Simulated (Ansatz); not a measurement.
Isomers and spin states of SiGeH2

Ansatz 0.2.0, basis cc-pVTZ; geometries are PBE0/def2-TZVP minima. Wave-function levels freeze the cores with the filled d shells of p-block atoms; HF, MP2 and coupled cluster are restricted for singlets and unrestricted otherwise, Kohn–Sham unrestricted where that lies lower. NEVPT2 stands on CASSCF in the full valence space. The reference is CCSDT(Q) (coupled cluster only where its series has nearly closed). Semilocal and hybrid functionals correlate all electrons outside any core potential and usually lie nearer their basis limit than the reference, so part of their error here is the reference's basis and frozen-core error; RPA and the MP2 part of double hybrids freeze the same cores as the reference. None of these values is a measured one. Energies are electronic, without zero-point terms. No spin–orbit coupling and no scalar relativity. The species are chosen: bound, without strong static correlation by their natural occupations or amplitudes, and with a ladder that closes on the reference, so errors are smaller than for species at large; levels whose determinant breaks symmetry or spin markedly are left out.

A. singlet; Si–Ge 2.167, Si–H 1.493/1.620, Ge–H 1.851, angles at Ge 47°, angles at Si 56/107/163°, angles at H 77°. Coordinates (Å): Si 0.000 0.075 1.525; Ge 0.000 -0.006 -0.640; H 0.000 -0.307 2.968; H 0.000 -1.306 0.677
B. singlet; Si–Ge 2.151, Si–H 1.691, Ge–H 1.541/1.746, angles at Ge 50/109/160°, angles at Si 52°, angles at H 77°. Coordinates (Å): Si 0.000 -0.004 1.566; Ge 0.000 -0.024 -0.585; H 0.000 1.327 0.523; H 0.000 0.500 -2.034

Question: From bonding and spin, estimate the order of these in energy at CCSDT(Q), each at its own geometry.

Answer: At CCSDT(Q), above the lowest of those listed: A (0.0 kJ/mol), B (29.5 kJ/mol).

```
   level  B less A (kJ/mol)
CCSDT(Q)               29.5
      HF               30.0
     MP2               29.7
 CCSD(T)               29.4
  NEVPT2               26.3
     PBE               29.3
  r2SCAN               27.6
    PBE0               27.5
   B3LYP               32.1
 wB97M-V               22.7
  B2PLYP               31.3
```

Every level shown puts the same form lowest.

The geometries are PBE0's, not this basis's own minima.
